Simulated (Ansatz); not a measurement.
A geometry relaxed with B3LYP-D3(BJ)/def2-TZVP (Ansatz, a quantum-chemistry and plane-wave program), charge 0, multiplicity 1:

```xyz
7

C      1.3946     0.0848    -0.0541
N      2.5153    -0.1538     0.0693
H     -0.1947     1.2980    -0.7962
H     -0.7634    -1.2323     0.8599
H     -2.0006    -0.0617     0.1354
C     -0.9664    -0.3383     0.2860
C      0.0152     0.4033    -0.2221
```

Write the SMILES of this molecule.

`C=CC#N`
